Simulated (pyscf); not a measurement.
HO–SiH₂–GaH–OH (SMILES O[SiH2][GaH][OH]) + H₂ (SMILES [H][H]) → HO–GaH₂ (SMILES [OH][GaH2]) + HO–SiH₃ (SMILES O[SiH3]), a four-centre exchange (singlet surface; Ga–Si, H–H broken, Ga–H, H–Si formed). Single points on ωB97X-D3(BJ)/def2-SVP structures (PySCF, gas phase). Energies in kcal/mol from the separated reactants.

Small-basis levels: PySCF, no dispersion term, spherical d functions. AM1 to PM7: differences of heats of formation from MOPAC, which are fitted to 298 K values and so differ in kind from electronic energies by zero-point and thermal terms. GFN2-xTB: tblite. Cost: rough CPU time at the saddle relative to B3LYP/6-31G*+LANL2DZ, from one job on a shared machine.

```
level                   barrier  reaction energy        cost
----------------------  -------  ---------------  ----------
HF/3-21G                    8.4             -1.8        0.09
MP2/6-31G*+LANL2DZ         34.8             -2.7         0.1
BP86/6-31G*+LANL2DZ        28.8             -1.9           1
PBE/6-31G*+LANL2DZ         27.9             -0.7           2
B3LYP/3-21G                 5.5             +3.1           1
B3LYP/LANL2DZ              15.7             -2.9         0.7
M06-2X/6-31G*+LANL2DZ      27.7             -3.3           2
PBE/def2-SVP               29.6             -0.9           2
GFN2-xTB                   32.2            -10.2  under 0.02
AM1                        30.4            +12.7  under 0.02
PM6                       106.3            +67.9  under 0.02
PM7                        80.2            +51.4  under 0.02
ωB97M-D3(BJ)/def2-TZVP     37.4             -3.8           –
```

Against the last row the barrier runs from -31.9 (B3LYP/3-21G) to +68.9 kcal/mol (PM6). ωB97M-D3(BJ)/def2-TZVP has limits of its own. On the product side the descent ends in an adduct with a Ga–O contact (not fully relaxed), 15.5 kcal/mol under the separated species and 55.3 kcal/mol under the saddle at ωB97X-D3(BJ)/def2-TZVP. At ωB97X-D3(BJ)/def2-TZVP the barrier from the zero used here is 40.7 kcal/mol. HO–SiH₂–GaH–OH lies 18.0 kcal/mol over its isomer HO–GaH–O–SiH₃ (electronic energy, ωB97M-D3(BJ)/def2-TZVP). This is the saddle that the search found; another between the same sides may lie lower. In the def2 sets elements up to Kr have no core potential.
